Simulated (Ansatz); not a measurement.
CH₃OH + H⁺ → `C[OH2+]`  (protonation)

Program: Ansatz. Geometries: PBE0-D4/def2-TZVP. ΔE: electronic, gas phase. CCSD(T)/CBS is frozen-core, at the limit of the def2 triple- and quadruple-zeta sets. DFT in def2-TZVPP. HSE06 is defined as in plane-wave codes.

CH₃OH:

Cartesian coordinates in Å:
```
C 0.237 -0.257 0.065
O -0.216 1.038 -0.252
H 1.327 -0.222 0.071
H -0.075 -1.003 -0.677
H -0.098 -0.587 1.056
H -1.175 1.031 -0.265
```

`C[OH2+]`:

Cartesian coordinates in Å:
```
C -0.366 0.520 -0.009
O 0.444 -0.714 0.247
H -1.377 0.256 0.287
H 0.057 1.274 0.648
H -0.283 0.776 -1.063
H 1.401 -0.603 0.105
H 0.124 -1.509 -0.215
```

| level | ΔE (kcal/mol) |
| --- | --- |
| HSE06-D4 | -188.1 |
| r2SCAN0 | -188.5 |
| RPA@PBE/def2-TZVPP | -191.8 |
| CCSD/def2-TZVPP | -189.6 |
| MP2/CBS(def2) | -185.8 |
| CCSD/CBS(def2) | -188.3 |
| HF/cc-pV(D+d)Z | -193.7 |
| CCSD(T)/cc-pV(T+d)Z | -189.9 |

Question: What does CCSD(T)/CBS give? (Estimate.)

Answer: The calculation gave: -187.2 kcal/mol. The listed levels differ from it by -0.9, -1.3, -4.6, -2.4, 1.4, -1.1, -6.5, -2.7 kcal/mol.

Largest T1 diagnostic among the species: 0.009.

In def2-TZVPP, CCSD(T) changes the Hartree–Fock value by +3.8 kcal/mol (the triples alone add +0.8 kcal/mol) and MP2 by +5.3 kcal/mol. From PBE to PBE0 (25 % exact exchange), in def2-TZVPP and without D4, ΔE moves by −1.7 kcal/mol.
